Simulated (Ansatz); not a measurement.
Process, species as SMILES: [F][Al][F] → Al atom + 2 F atom
B3LYP-D3(BJ)/def2-TZVP geometries, fixed; electronic energies without zero-point terms.

Basis-set convergence of the atomisation energy at PBE0 with Ansatz (a first-principles code). Cartesian d functions, on some or all atoms, in 6-31G**, 6-31+G*, 6-311G**, 6-311+G**; all else is spherical. The program fits the integrals of some runs and decomposes those of others, by size. Open shells are unrestricted. No added dispersion term, no relativity. Functions are those of the species that has most. Reference: the value in aug-cc-pV(5+d)Z, 264.17 kcal/mol, itself unsure by roughly 0.14 kcal/mol (its mean distance from pcseg-4, aug-pcseg-3, aug-cc-pV(Q+d)Z). Deviations are taken from unrounded values.

```
basis              functions
-----------------  ---------
STO-3G                    19
3-21G                     31
6-31G                     31
6-31G**                   49
6-31+G*                   61
6-311G**                  63
6-311+G**                 75
6-311++G(2d,2p)           89
6-311++G(3df,3pd)        125
```

Problem. Which is the smallest Pople set listed that can be trusted to 4 kcal/mol here, that is, within that of the reference together with its larger relatives (same family, alike in diffuse functions; a set with none to test it counts only in the reference's own line)?

Solution. Of the sets listed that have larger relatives (same family, alike in diffuse functions), none stays within 4 kcal/mol of the reference together with them. Inside, with no larger relative to test it: 6-311++G(3df,3pd). Value minus reference: STO-3G -8.93, 3-21G -31.28, 6-31G -45.21, 6-31G** -6.66, 6-31+G* -8.06, 6-311G** -13.32, 6-311+G** -12.74, 6-311++G(2d,2p) -5.26, 6-311++G(3df,3pd) -2.19 kcal/mol.
